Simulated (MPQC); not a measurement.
# SiH2 (SMILES [H][Si][H]) at MP2/pc-2 (Cartesian functions)

What is the energy difference between two shapes of SiH2 at MP2/pc-2 (Cartesian functions)? 

The results are computed with MPQC 2.3.1.

6 further runs of the same task are left out: 6 set aside as unsound or not needed.

### 1 Starting point

SiH2: 3 atoms, total charge 0, spin state singlet. SMILES: `[H][Si][H]`. Geometry: relaxed at GFN2-xTB.

Bond lengths: Si1–H2 1.486 Å, Si1–H3 1.485 Å. Angles: H2–Si1–H3 97.1°.

### 2 A single-point energy at MP2/pc-2 (Cartesian functions)

job.in reads:

```
% H2Si
molecule<Molecule>: (
    symmetry = auto
    unit = angstrom
    { atoms geometry } = {
        Si [ 0.005220 -0.008160 -0.655700 ]
        H  [ 1.110230 -0.020010 0.337410 ]
        H  [ -1.115450 0.028170 0.318290 ]
    }
)
basis<GaussianBasisSet>: (
    name = "pc-2"
    molecule = $:molecule
    puream = no
)
mpqc: (
    checkpoint = no
    savestate = no
    restart = no
    do_energy = yes
    do_gradient = no
    optimize = no
    mole<MBPT2>: (
        molecule = $:molecule
        basis = $:basis
        memory = 1000000000
        method = mp
        nfzc = 5
        reference<CLHF>: (
            molecule = $:molecule
            basis = $:basis
            total_charge = 0
            memory = 1000000000
            print_evals = yes
            maxiter = 80
            guess_wavefunction<CLHF>: (
                molecule = $:molecule
                total_charge = 0
                memory = 1000000000
                value_accuracy = 1e-3
                basis<GaussianBasisSet>: (
                    name = "MINI (Huzinaga)"
                    molecule = $:molecule
                )
            )
        )
    )
)
```

Run with:

```
$ mpqc job.in > job.out
```

Output:

```text
MPQC: Massively Parallel Quantum Chemistry
[...]
  LUMO is     2  A" =   0.002579
  total scf energy = -290.0254575158
[...]
  MP2 correlation energy [au]:         -0.105689760685
  MP2 energy [au]:                   -290.131147276524
Value of the MolecularEnergy: -290.1311472765
[...]
        symmetry = cs
[...]
```

Wall time 11 s (1 thread of Intel Xeon at 2.50GHz (Skylake/Cascade Lake), shared host).

### 3 The distorted shape

input.in reads:

```
% emacs should use -*- KeyVal -*- mode
molecule<Molecule>: (
  symmetry = auto
  unit = angstrom
  { atoms geometry } = {
    Si [ 0.070388 -0.006210 -0.683313 ]
    H  [ 1.064953 -0.077242 0.344249 ]
    H  [ -1.072746 0.033772 0.354714 ]
  }
)
basis<GaussianBasisSet>: (
  name = "pc-2"
  molecule = $:molecule
  puream = no
)
mpqc: (
  checkpoint = no
  savestate = no
  restart = no
  do_energy = yes
  do_gradient = no
  optimize = no
  mole<MBPT2>: (
    molecule = $:molecule
    basis = $:basis
    memory = 1000000000
    method = mp
    nfzc = 5
    reference<CLHF>: (
      molecule = $:molecule
      basis = $:basis
      total_charge = 0
      memory = 1000000000
      print_evals = yes
      maxiter = 80
      guess_wavefunction<CLHF>: (
        molecule = $:molecule
        total_charge = 0
        memory = 1000000000
        value_accuracy = 1e-3
        basis<GaussianBasisSet>: (
          name = "MINI (Huzinaga)"
          molecule = $:molecule
        )
      )
    )
  )
)
```

Run with:

```
$ mpqc input.in > input.out
```

Output:

```text
MPQC: Massively Parallel Quantum Chemistry
[...]
  LUMO is     2  A" =   0.002504
  total scf energy = -290.0236100723
[...]
  MP2 correlation energy [au]:         -0.106133507255
  MP2 energy [au]:                   -290.129743579588
Value of the MolecularEnergy: -290.1297435796
[...]
        symmetry = cs
[...]
```

Wall time 9.3 s (1 thread of Intel Xeon at 2.50GHz (Skylake/Cascade Lake), shared host).

### 4 Results

Level: MP2/pc-2 (Cartesian functions), 5 core orbitals frozen.

| quantity | value |
| --- | --- |
| first shape: total energy | -290.13115 Eh |
| first shape: HOMO energy (Hartree–Fock orbitals) | -8.99 eV |
| first shape: LUMO energy (Hartree–Fock orbitals) | 0.07 eV |
| first shape: HOMO–LUMO gap (Hartree–Fock orbitals) | 9.06 eV |
| first shape: correlation energy (5 core orbitals frozen) | -105.7 mEh |
| distorted shape: total energy | -290.12974 Eh |
| distorted shape: HOMO energy (Hartree–Fock orbitals) | -9.16 eV |
| distorted shape: LUMO energy (Hartree–Fock orbitals) | 0.07 eV |
| distorted shape: HOMO–LUMO gap (Hartree–Fock orbitals) | 9.23 eV |
| distorted shape: correlation energy (5 core orbitals frozen) | -106.1 mEh |
| energy change with the atoms displaced | 0.038 eV |

With the atoms displaced the energy rises by 0.04 eV (3.7 kJ/mol). The first shape isn't relaxed at this level, so the change isn't measured from a minimum.
